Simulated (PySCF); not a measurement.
# Working out the electron affinity of O

O⁻ [He] 2s2 2p5 (2P) → O [He] 2s2 2p4 (3P). Computed with PySCF 2.14 in aug-cc-pVQZ (6s5p4d3f2g, 80 functions), with the non-relativistic Hamiltonian (point nucleus). Frozen: 1s2. Energies in hartree (1 hartree = 27.21139 eV):

```tsv
part	O⁻ (lower)	O (upper)
UHF	-74.796588	-74.817625
MP2 opposite-spin	-0.178546	-0.121099
MP2 same-spin	-0.056384	-0.037985
```

What does Hartree-Fock give?

(-74.817625) − (-74.796588) = -0.021037 hartree = -0.572 eV.

What do MP2 and SCS-MP2 (6/5 opposite-spin, 1/3 same-spin) give?

The opposite-spin parts differ by 1.563 eV and the same-spin parts by 0.501 eV. MP2: -0.572 + (1.563) + (0.501) = 1.492 eV. SCS-MP2: -0.572 + 1.2 × (1.563) + (0.501)/3 = 1.471 eV.

A first-order spin-orbit estimate adds -0.001 eV to MP2 (valence), giving 1.491 eV against 1.461 eV (measured; photodetachment measurements, as compiled on the Wikipedia data page of electron affinities).

What remains against the reference includes basis incompleteness, the frozen core and correlation beyond second order.
